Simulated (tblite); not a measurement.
Compound: C5H12P (charge +1).
Atom-mapped SMILES: `[CH3:1]/[CH:2]=[CH:3]/[PH2+:4][CH2:5][CH3:6]` (hydrogens: H7, H8, H9 on C1; H10 on C2; H11 on C3; H12, H13 on P4; H14, H15 on C5; H16, H17, H18 on C6)

Computed geometry: GFN2-xTB, gas phase.

**Question.** What internal coordinates does the optimisation give?

**Answer.** 
| bond | length (pm) |
| --- | --- |
| C1–C2 | 147.4 |
| C2=C3 | 133.8 |
| C3–P4 | 177.6 |
| P4–C5 | 181.6 |
| C5–C6 | 152.8 |
| C1–H7, C1–H8, C1–H9 | 108.9 |
| C2–H10 | 108.4 |
| C3–H11 | 108.4 |
| P4–H12, P4–H13 | 137.8 |
| C5–H14, C5–H15 | 109.5 |
| C6–H16, C6–H17, C6–H18 | 108.8 |

Bonds in one row agree within 1 pm and their mean is given. A selection of angles:
| angle | degrees |
| --- | --- |
| C2–C1–H7 | 112.3 |
| C2–C1–H8 | 109.6 |
| H7–C1–H8 | 109.4 |
| H8–C1–H9 | 106.3 |
| C1–C2–C3 | 124.4 |
| C1–C2–H10 | 115.9 |
| C3–C2–H10 | 119.8 |
| C2–C3–P4 | 123.3 |
| C2–C3–H11 | 121.5 |
| P4–C3–H11 | 115.2 |
| C3–P4–C5 | 114.4 |
| C3–P4–H12 | 109.8 |
| C3–P4–H13 | 110.9 |
| C5–P4–H12 | 109.4 |
| C5–P4–H13 | 107.4 |
| H12–P4–H13 | 104.4 |
| P4–C5–C6 | 110.9 |
| P4–C5–H14 | 107.9 |
| C6–C5–H14 | 111.0 |
| H14–C5–H15 | 107.6 |
| C5–C6–H16 | 111.2 |
| C5–C6–H18 | 109.6 |
| H16–C6–H17 | 108.6 |
| H16–C6–H18 | 108.0 |

Torsions: C1–C2–C3–P4 180° (antiperiplanar); C2–C3–P4–C5 123° (anticlinal); C3–P4–C5–C6 177° (antiperiplanar). The mirror-image conformer, all signs reversed, is as good.

P4 (phosphonium phosphorus) is distorted tetrahedral (angles from 104.4° to 114.4°). Of the pairs four or more bonds apart, H7···H11 is among the closest relative to their van der Waals radii: 2.45 Å, 102 % of the sum of Bondi's values. C3 (alkene CH carbon) is planar (angles 123.3°, 121.5° and 115.2°, sum 360.0°, 0.00 Å off the plane of its three neighbours). The C–C distances run from 1.338 Å (C2=C3, drawn double) to 1.528 Å (C5–C6, drawn single), a spread of 0.190 Å. The 2 C–P bonds span 1.776 Å (C3–P4, drawn single) to 1.816 Å (P4–C5, drawn single), a spread of 0.040 Å. C2 (alkene CH carbon) is planar (angles 124.4°, 119.8° and 115.9°, sum 360.0°, 0.00 Å off the plane of its three neighbours).

Point group: C1 (no symmetry element, even within 0.4 Å). Its GFN2-xTB frequencies are all real (lowest 51 cm⁻¹).
